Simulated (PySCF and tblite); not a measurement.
Conformers and averaged properties: C₃H₅NO, numbered as in [CH3:1][O:2][CH2:3][C:4]#[N:5]

Conformers came from 90 starts (ETKDG and KDG, MMFF94s, GFN2-xTB); geometries are PBE0-D3(BJ)/def2-SVP. Weights use PBE0-D3(BJ)/def2-TZVP energies plus GFN2-xTB zero-point and thermal terms (modes under about 100 cm⁻¹ blended into free rotors). Symmetry numbers and mirror images are counted. Conformers within 4 kcal/mol (GFN2-xTB free energy) were kept, 5 at most. GIAO shieldings: PBE0/pcSseg-1. Shifts are against TMS (¹H), TMS (¹³C), NH3 (¹⁵N) at the same level. Codes: tblite and PySCF.

Torsions listed: C1–O2–C3–C4. Of a mirror pair one member is shown.

```tsv
conformer	shape	symmetry	E(GFN2) kcal/mol	E(DFT) kcal/mol	G(298.15 K) kcal/mol	weight %	dipole D
1	-68°	C1 (pair)	0.00	0.00	0.00	96.0	3.30
2	180°	Cs	1.40	1.55	1.88	4.0	4.74
```

Weights (%) against temperature:

```
 T (K)     1    2  S(mix) cal/mol/K
   150  99.6  0.4              1.43
   200  98.7  1.3              1.50
   250  97.4  2.6              1.58
298.15  96.0  4.0              1.66
   400  93.0  7.0              1.78
```

Averaged shifts at 298.15 K. ¹H: 3.92 (H3, 2H), 3.38 (H1, 3H) ppm. ¹³C: 120.5 (C4), 58.5 (C1), 58.0 (C3) ppm. ¹⁵N: 316.6 (N5) ppm.

Coordinates of conformer 1 (Å):

```xyz
10

C    -1.297   -0.074    0.428
O    -0.467    0.857   -0.213
C     0.697    0.314   -0.734
C     1.635   -0.165    0.299
N     2.348   -0.546    1.126
H    -2.191    0.466    0.765
H    -0.805   -0.530    1.306
H    -1.607   -0.883   -0.261
H     0.495   -0.534   -1.421
H     1.201    1.099   -1.318
```

Coordinates of conformer 2 (Å):

```xyz
10

C    -1.524   -0.027   -0.012
O    -0.367    0.569    0.497
C     0.760   -0.225    0.336
C     1.935    0.460    0.876
N     2.874    0.982    1.300
H    -1.759   -0.978    0.504
H    -1.440   -0.233   -1.096
H    -2.353    0.675    0.149
H     0.662   -1.200    0.859
H     0.959   -0.457   -0.732
```

Unscaled ¹⁵N shifts at such levels can be off by tens of ppm; differences between conformers or isomers are more reliable. Shifts are unscaled: against experiment ¹³C can be off by 15 ppm or more and ¹H by 0.8 ppm.

Search and properties took 33 s on 1 thread of Arm Neoverse V1, shared host (rough), launched as `OMP_NUM_THREADS=1 python ens_run.py task.json out`.


¹⁵N shifts are against a computed isolated NH3 molecule, about 20 ppm from the liquid.